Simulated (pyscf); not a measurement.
H₂S (SMILES S) + Cl–Ge:–Cl (SMILES [Cl][Ge][Cl]) [singlet] -> HS–Ge:–Cl (SMILES [SH][Ge][Cl]) [singlet] + HCl (SMILES Cl) (four-centre exchange; singlet surface; H–S, Cl–Ge broken, Ge–S, Cl–H formed). Structures and frequencies: ωB97X-D3(BJ)/def2-SVP in PySCF. Correlated levels are frozen-core, on RHF or UHF. ΔMP2 is the change of the MP2 total energy from the triple- to the quadruple-zeta basis. Energies in kJ/mol from the separated reactants.

| level | barrier | reaction energy |
|---|---|---|
| B3LYP-D3(BJ)/def2-TZVP | 22.6 | +24.2 |
| M06-2X/def2-TZVP | 34.1 | +26.0 |
| ωB97M-D3(BJ)/def2-TZVP | 37.3 | +25.5 |
| HF/def2-TZVP | (withheld) | +32.6 |
| CCSD/def2-TZVPP | 55.4 | +20.4 |
| CCSD(T)/def2-TZVPP | 41.2 | +18.4 |
| CCSD(T)/def2-TZVPP + ΔMP2(QZVPP) | (withheld) | (withheld) |

**Question.** Fill in the missing entries.

**Answer.** 
- HF/def2-TZVP, barrier: 113.6
- CCSD(T)/def2-TZVPP + ΔMP2(QZVPP), barrier: 38.2
- CCSD(T)/def2-TZVPP + ΔMP2(QZVPP), reaction energy: +18.7

On the reactant side the descent ends in a bound adduct, 50.0 kJ/mol under the separated species and 74.2 kJ/mol under the saddle at ωB97X-D3(BJ)/def2-TZVP. On the product side the descent ends in a complex, 18.8 kJ/mol under the separated species and 23.1 kJ/mol under the saddle at ωB97X-D3(BJ)/def2-TZVP. At B3LYP-D3(BJ) the saddle lies under the separated products, which points to a path from their complex (located at ωB97X-D3(BJ) alone), and parting the products costs more than the saddle. At ωB97X-D3(BJ)/def2-TZVP the barrier from the zero used here is 24.2 kJ/mol. One saddle was located; it need not be the lowest between these sides. The CCSD(T) − MP2 part came from Ansatz, without density fitting, on the same reference. The frozen core leaves the outer d or s,p core shells of the metals and heavy elements correlated in the MP2 and CC values, and def2-TZVPP describes them poorly, which can shift differences by a few kcal/mol. Elements up to Kr have no core potential and no relativistic terms here.
